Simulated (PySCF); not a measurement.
**Relaxation of singlet SO₂F₂**

Computed with PySCF, PBE0, basis S def2-SVP, O def2-SVP, F def2-SVP (no relativity, density fitting). A (50,194) grid was used.

A hand-made square planar (ligand arrangement 1) start, of C2v symmetry, held to at least that symmetry:

```xyz
5
charge 0 multiplicity 1, angstrom
S    -0.0743   -0.0743    0.0000
O    -1.5843   -0.0743    0.0000
O    -0.0743   -1.5843    0.0000
F     1.5957   -0.0743    0.0000
F    -0.0743    1.5957    0.0000
```

**Question.** What forces act on the atoms at the start (eV/Å)?

**Answer.** 
| atom | Fx | Fy | Fz |
| --- | --- | --- | --- |
| S1 | -3.81 | -3.81 | 0.00 |
| O2 | -0.21 | 3.33 | 0.00 |
| O3 | 3.33 | -0.21 | 0.00 |
| F4 | -1.23 | 1.93 | 0.00 |
| F5 | 1.93 | -1.23 | 0.00 |

**Question.** What does it relax to?

**Answer.** It ends at C2v with S–F 1.664 Å (×2), S–O 1.474 Å (×2); F–S–F 77.3°, F–S–O 88.7° (×2), F–S–O 166.1° (×2), O–S–O 105.2°. A frequency run shows 1 imaginary mode, down to 308i cm⁻¹, so it is a saddle point.

**Question.** How much energy is released, and in how many steps?

**Answer.** 99.1 kJ/mol in 6 steps.
